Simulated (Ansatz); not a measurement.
Cartesian coordinates (Å):
```xyz
3

O      0.0016     0.3988     0.0000
H      0.7532    -0.2024     0.0000
H     -0.7548    -0.1965     0.0000
```
Charge 0, spin multiplicity 1.

Level of theory: frozen-core CCSD(T)/cc-pVTZ // PBE0-D3(BJ)/def2-SVP run with Ansatz (an electronic-structure program).

```
Quantity                       Value
----------------------  ------------
HF energy               -76.05665 Ha
MP2 correlation energy   -0.26198 Ha
```

Estimate the CCSD correlation energy, the (T) correction, the total energy and the T1 diagnostic.


| Quantity | Result |
|---|---|
| CCSD correlation energy | -0.26784 Ha |
| (T) correction | -0.00770 Ha |
| CCSD(T) total energy | -76.33220 Ha |
| T1 diagnostic | 0.007 |
